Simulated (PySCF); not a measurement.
Deprotonation sites of oxonium

Parent: `[OH3+]` ([H3O]+). Optimised structure (Å), atoms numbered from 1:
```
O     0.0109    0.0021    0.1875
H     0.0375   -0.9411   -0.0805
H    -0.8310    0.4444   -0.0526
H     0.8029    0.5041   -0.1002
```

Level of theory: ωB97X-D3(BJ)/ma-def2-TZVP single points in PySCF, grid level 2; every species was optimised with PBE0-D3(BJ)/ma-def2-SVP. Thermal corrections: PBE0-D3(BJ)/ma-def2-SVP frequencies, unscaled, ideal gas at 298.15 K and 1 bar, quasi-RRHO entropy.

| site | product | ΔH(acid) / kJ/mol | ΔG(acid) / kJ/mol |
| --- | --- | --- | --- |
| O1 (oxygen) | H2O | 696 | 665 |

ΔH and ΔG refer to the loss of H⁺ in the gas phase.

Against the Active Thermochemical Tables (version 1.112): O1 689 (computed 696, error 6) kJ/mol.

Run with `OMP_NUM_THREADS=1 python redox_run.py task.json out` on 1 thread of Arm Neoverse V2, a shared host. Structures, frequencies and single points: 4.9 s of wall time.

Differences come from unrounded values, so a last digit can differ from that of the printed terms.
